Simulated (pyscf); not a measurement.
Optimised with ωB97X-D3(BJ)/def2-SVP in PySCF.

Q: For the elementary gas-phase step `[CH3][CH2][NH2]` + `[H][H]` → `[CH3][CH3]` + `[NH3]` (singlet surface; C–N, H–H broken, C–H, H–N formed), what barrier and reaction energy does ωB97M-D3(BJ)/def2-TZVP give, measured from the separated reactants?

A: ΔE‡ = 94.5 kcal/mol, ΔE = -22.3 kcal/mol. Zero-point energy shifts the barrier by +1.3 kcal/mol. It is a four-centre exchange, with an imaginary mode of 1161i cm⁻¹. From the product side, CH₃• + CH₃• + NH₃ lies, by one bond made or cut, 18.8 kcal/mol under this saddle at ωB97M-D3(BJ)/def2-TZVP. The same reactants have a lower exit, to CH₃• + •H₂C–NH₂ + H₂ (no saddle counted: cutting one bond costs +88.3 kcal/mol at ωB97M-D3(BJ)/def2-TZVP, against +94.5 kcal/mol here). This is the saddle that the search found; another between the same sides may lie lower.
